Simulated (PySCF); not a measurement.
Match the calculated data to a structure.

All candidates are C5H10O.

* Couplings: largest of the computed one-bond spin–spin couplings (means over like bonds): 13C–1H +133.9 (×2), 13C–1H +133.9 (×3), 13C–1H +131.4 (×3), 13C–1H +127.2 (×2), 13C–13C +42.9, 13C–13C +41.5, 13C–13C +39.4, 13C–13C +37.6 Hz [B3LYP/pcJ-1, spin–dipole term left out]
* Rotational structure: rotational constants A, B, C: 8.430, 1.802, 1.541 GHz [PBE0-D3(BJ)/def2-SVP]
* Polarisability: 66.1 au [B3LYP/def2-SVPD]
* UV, strongest line: among the 10 lowest singlet transitions: S8 at 7.85 eV (158 nm, f = 0.052) [TDDFT B3LYP/def2-SVPD]
* UV, first state: lowest singlet excitation: 4.46 eV (278 nm, f = 0.000) [TDDFT B3LYP/def2-SVPD]
* XPS: C1s 290.6, C1s 290.7, C1s 290.8, C1s 291.0, C1s 293.3, O1s 537.6 eV [ΔSCF SCAN, pcX-2 on the ionised atom, pcseg-1 elsewhere, spin-free X2C]
* Triplet: lowest triplet excitation (Tamm–Dancoff): 3.89 eV [TDA B3LYP/def2-SVPD]
* Dipole: 2.85 D [B3LYP/def2-SVPD]

The electronic properties come from PySCF, for the isolated species, density fitting. Levels stand in brackets. Isolated species at its PBE0-D3(BJ)/def2-SVP geometry (one conformer only).

Question: Which candidate is it?
A. `CCCC(C)=O`
B. `CCOC1CC1`
C. `CC(C)(C)C=O`
D. `OCC1CCC1`

Answer: A. It is `CCCC(C)=O`. Numbering: `[CH3:1][CH2:2][CH2:3][C:4]([CH3:5])=[O:6]`. Its formula, C5H10O, gives 1 degree of unsaturation: 0 rings and 1 π bond in the structure found. The couplings run between: +133.9 Hz, chain CH2 carbon [C2] and its hydrogen (with 1 like pair); +133.9 Hz, methyl carbon next to a carbonyl [C5] and its hydrogen (with 2 like pairs); +131.4 Hz, methyl carbon [C1] and its hydrogen (with 2 like pairs); +127.2 Hz, sp3 carbon next to a carbonyl [C3] and its hydrogen (with 1 like pair); +42.9 Hz, ketone carbonyl carbon [C4] and methyl carbon next to a carbonyl [C5]; +41.5 Hz, sp3 carbon next to a carbonyl [C3] and ketone carbonyl carbon [C4]; +39.4 Hz, chain CH2 carbon [C2] and sp3 carbon next to a carbonyl [C3]; +37.6 Hz, methyl carbon [C1] and chain CH2 carbon [C2]. The core levels belong to: C1s 290.6 eV, chain CH2 carbon [C2]; C1s 290.7 eV, methyl carbon [C1]; C1s 290.8 eV, sp3 carbon next to a carbonyl [C3]; C1s 291.0 eV, methyl carbon next to a carbonyl [C5]; C1s 293.3 eV, ketone carbonyl carbon [C4]; O1s 537.6 eV, ketone oxygen [O6]. The hole state at 293.3 eV has ⟨S²⟩ = 0.85 against 0.75, so that value is less sure. S1 is mainly HOMO→LUMO (weight 0.99); the largest Löwdin shares of the orbital it empties are 0.62 on the ketone oxygen, 0.11 on the ketone carbonyl carbon, 0.10 on the sp3 carbon next to a carbonyl and 0.10 on the methyl carbon next to a carbonyl, of the orbital it fills 0.38 on the ketone carbonyl carbon, 0.34 on the ketone oxygen, 0.07 on the methyl carbon next to a carbonyl and 0.07 on the sp3 carbon next to a carbonyl. By its constants the optimised geometry is an asymmetric top.

The others, at the same levels:
- `CCOC1CC1` fails: its computed core binding energies are C1s 290.5 (×2), C1s 290.7, C1s 291.9, C1s 292.0, O1s 538.2 eV, rotational constant A is 10.988 GHz (against 8.430 GHz) and smallest rotational constant is 1.759 GHz (against 1.541 GHz).
- `OCC1CCC1` fails: its computed core binding energies are C1s 290.5, C1s 290.5 (×2), C1s 290.6, C1s 291.9, O1s 538.6 eV and smallest rotational constant is 1.929 GHz (against 1.541 GHz).
- `CC(C)(C)C=O` fails: its computed core binding energies are C1s 290.9 (×3), C1s 291.0, C1s 293.3, O1s 538.0 eV, lowest singlet excitation is 4.29 eV (289 nm, f = 0.000) (against 4.46 eV) and strongest line among the 10 lowest singlet transitions is S5 at 7.56 eV (164 nm, f = 0.064) (against S8 at 7.85 eV).

Each candidate is one conformer, not necessarily the lowest. The conformers computed, where there is a choice (atom-mapped SMILES and torsion angles):
- `[CH3:1][CH2:2][CH2:3][C:4]([CH3:5])=[O:6]`: C1–C2–C3–C4 179°, C2–C3–C4–C5 178°
- `[CH3:1][CH2:2][O:3][CH:4]1[CH2:5][CH2:6]1`: C1–C2–O3–C4 179°, C2–O3–C4–C5 -83°
- `[OH:1][CH2:2][CH:3]1[CH2:4][CH2:5][CH2:6]1`: O1–C2–C3–C4 68°, H–O1–C2–C3 -58°
- `[CH3:1][C:2]([CH3:3])([CH3:4])[CH:5]=[O:6]`: C1–C2–C5–O6 -121°
